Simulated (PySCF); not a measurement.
## Electron affinity of Al by level of theory

Al⁻ [Ne] 3s2 3p2 (3P) → Al [Ne] 3s2 3p1 (2P), as a difference of total energies. Computed with PySCF 2.14 in aug-cc-pwCVTZ, with the non-relativistic Hamiltonian (point nucleus). Correlated levels: valence: [Ne] frozen. The calculations carry no spin-orbit coupling.

| method | electron affinity (eV) | error (eV) |
| --- | --- | --- |
| UHF | 0.016 | -0.417 |
| MP2 (valence) | 0.364 | -0.069 |
| SCS-MP2 (valence) | 0.263 | -0.170 |
| CCSD (valence) | 0.374 | -0.059 |
| CCSD(T) (valence) | 0.424 | -0.009 |

Reference: 0.433 eV (measured; photodetachment measurements, as compiled on the Wikipedia data page of electron affinities).

Errors of the correlated levels include the incompleteness of this basis and the frozen core.
